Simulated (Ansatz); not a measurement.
# [Br···H···S], triplet in cc-pVTZ: errors against UCCSDT(Q)

Geometry: a point of a hydrogen-transfer path between rigid fragments, not a stationary point.

```yaml
atoms:
  - { symbol: Br, position_ang: [0.0000, 0.0000, -1.6742] }
  - { symbol: H, position_ang: [0.0000, 0.0000, -0.2536] }
  - { symbol: S, position_ang: [0.0000, 0.0000, 1.9278] }
```

Basis cc-pVTZ; Ansatz 0.2.0. Only valence electrons are correlated (noble-gas cores and the filled d shells of p-block atoms frozen), which leaves 14 electrons in 72 orbitals. R marks a restricted (for open shells ROHF) determinant, U an unrestricted one. Active spaces: valence = (14e, 9o) chosen from the atoms' valence shells; pair = (4e, 4o) about the gap. No spin–orbit coupling is included, and no scalar relativity.

Full CI isn't at hand for all of this; UCCSDT(Q) serves as the reference, and is uncertain by about the last step of the cluster series. The frozen core follows each run's orbitals, which can shift R against U totals by a few meV for light atoms and by up to 0.1 eV past Ca.

The UHF ⟨S²⟩ is 2.013. The T1 diagnostic (RCCSD) is 0.0120 and the largest doubles amplitude (RCCSD) is 0.050. The T1 diagnostic (UCCSD) is 0.0085.

| level | E − E(UCCSDT(Q)) (mEh) | share of correlation (%) | wall time |
| --- | --- | --- | --- |
| UHF | 349.94 | 1.67 | – |
| UMP2 | 53.49 | 84.97 | – |
| UCCSD | 13.59 | 96.18 | – |
| UCCSD(T) | 1.67 | 99.53 | 24 s |
| UCCSDT | 0.43 | 99.88 | – |

The correlation energy at UCCSDT(Q), counted from RHF, is -9.684 eV. That run took 14 s on 2 threads of AMD EPYC 7R13 with a shared H100 80 GB, shared host.

Run but not shown, since their state or frozen core can't be matched to the reference's or they repeat it: RHF, RMP2, RCCSD, RCCSD(T), BCCD(T), RCCSDT, RCCSDT(Q), CASSCF (pair space), NEVPT2 (pair space), MRCISD (pair space), MRCISD+Q (pair space), CASSCF (valence space), NEVPT2 (valence space), MRCISD (valence space), MRCISD+Q (valence space).

Times hold each run's SCF and search for its determinant on a shared host, so for small cases they say little of a method's own cost; they ran on 1 thread of AMD EPYC 7R13.

Natural occupations of CASSCF (valence space) about the gap: 1.999 1.999 1.975 1.000 1.000 0.027; effectively unpaired electrons, Σ n²(2−n)², 2.01.
